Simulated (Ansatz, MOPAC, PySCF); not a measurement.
Species: C₄H₄N, charge 0, multiplicity 2. SMILES: C1=C[N]C=C1
Structure (B3LYP-D3(BJ)/def2-TZVP (Ansatz, a first-principles code) minimum search):
```xyz
9

N     -0.0054     0.0108     1.2420
C      0.0092     1.0674     0.4151
C     -0.0129    -1.0600     0.4335
C      0.0113     0.6704    -0.9867
C     -0.0028    -0.6874    -0.9749
H      0.0180     2.0783     0.7998
H     -0.0251    -2.0641     0.8357
H      0.0219     1.3324    -1.8374
H     -0.0062    -1.3643    -1.8140
```
Charge 0, spin multiplicity 2.

Unscaled harmonic wavenumbers (cm⁻¹) in rising order, each level at the stationary point that it reaches from this structure (no distance between atoms moves by over 0.3 Å); the order of modes can differ between levels, and a negative number is imaginary. B3LYP-D3(BJ)/def2-TZVP (PySCF, at the structure above): 494, 544, 662, 712, 824, 841, 889, 908, 938, 1047, 1080, 1092, 1212, 1297, 1361, 1432, 1560, 3200, 3204, 3233, 3252.

AM1 (MOPAC): 446, 482, 662, 757, 830, 878, 884, 930, 980, 1066, 1095, 1125, 1198, 1312, 1346, 1578, 1625, 3218, 3227, 3276, 3285. Zero-point energy 43.2 against 42.6 kcal/mol; where all levels lie over 400 cm⁻¹, the wavenumbers are on average 1.009 times those of B3LYP-D3(BJ)/def2-TZVP.

B3LYP/6-31G* (Ansatz): 494, 545, 666, 715, 821, 832, 881, 902, 944, 1054, 1084, 1103, 1210, 1309, 1372, 1455, 1580, 3219, 3223, 3250, 3270. Zero-point energy 42.8 against 42.6 kcal/mol; where all levels lie over 400 cm⁻¹, the wavenumbers are on average 1.004 times those of B3LYP-D3(BJ)/def2-TZVP.
